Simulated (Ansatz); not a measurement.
`Oc1cccs1` + H₂ → `c1ccsc1` + H₂O at 700 K and 1 bar (hydrogenolysis of a C–O bond).

Isolated molecules relaxed with PBE0-D4/def2-TZVP in Ansatz; ΔE leaves out vibrations. CCSD(T)/CBS adds triple-zeta CCSD(T) − MP2 to the extrapolated MP2 energy (def2 sets, frozen cores). This one scheme is used for every species. Each species was taken in one conformer, which may not be the lowest.

```
   species  CCSD(T)/CBS energy (Eh)  H − E (kJ/mol)  S (J/(mol·K))
`Oc1cccs1`               -627.54061           256.2          418.3
        H₂                 -1.17544            46.8          155.3
 `c1ccsc1`               -552.37872           233.0          366.7
       H₂O                -76.37941            80.5          218.4
```

H − E and S are ideal-gas, rigid-rotor, harmonic terms from PBE0-D4/def2-TZVP, for one conformer and one mirror image of each species. For small species the MP2-based limit differs from directly extrapolated CCSD(T) by up to some mEh (0.8 for H₂); such offsets cancel only in part. 1 Eh = 2625.50 kJ/mol, R = 8.31446 J/(mol·K).

By hand: ΔE, ΔH, ΔS and ΔG.

ΔE = (-552.37872) + (-76.37941) − (-627.54061) − (-1.17544) = -0.04208 Eh = -110.5 kJ/mol. Δ(H − E) = 233.0 + 80.5 − 256.2 − 46.8 = 10.5, so ΔH = -100.0 kJ/mol. ΔS = 366.7 + 218.4 − 418.3 − 155.3 = 11.5 J/(mol·K). ΔG = -100.0 − 700 × (11.5)/1000 = -108.0 kJ/mol.

By hand: the equilibrium constant, and the temperature at which ΔG would vanish if ΔH and ΔS stayed fixed.

log₁₀ K = −ΔG/(RT ln 10) = 8.1. ΔH and −TΔS have one sign here, so there is no such temperature.

The number of gas molecules stays the same, so ΔS is small and ΔH decides. A doubt of 5 kJ/mol in ΔE shifts log₁₀ K by 0.4 here. Other conformers and mirror images would add mixing entropy, several J/(mol·K) or more a flexible species. These are equilibria of isolated gas molecules and say nothing of rates. Largest T1 diagnostic: 0.013 (customary marks: 0.02 for closed shells, 0.045 for open ones).

ΔS is within the doubt of such terms, so its sign, and with it that verdict, could turn.
